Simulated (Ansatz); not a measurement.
Results of Hartree–Fock (plane waves, PAW; Ansatz, an electronic-structure program) for antifluorite Mg2Ge.

Settings: plane-wave cutoff 460 eV, 8×8×8 k mesh, Fermi–Dirac smearing 0.01 eV, scalar-relativistic PAW data made under PBE.

The cell has the measured lattice: a = 6.3849 Å, b = 6.3849 Å, c = 6.3849 Å, α = 90.00°, β = 90.00°, γ = 90.00°.

Problem. Predict the band gap and smallest direct gap on the k points sampled.

Solution. 
band gap: 4.81 eV (on the SCF k mesh) (indirect)
smallest direct gap on the k points sampled: 6.90 eV

Measured, for comparison: band gap 0.74 eV (temperature not stated, no zero-point or thermal correction, indirect, Γ–X; as tabulated in Ryu et al. (2019), arXiv:1905.06140).

Note: cell and atoms aren't relaxed at this level (pressure 2.8 GPa).

Spin–orbit coupling is not included.

The computed numbers hold no vibrational or temperature effects.
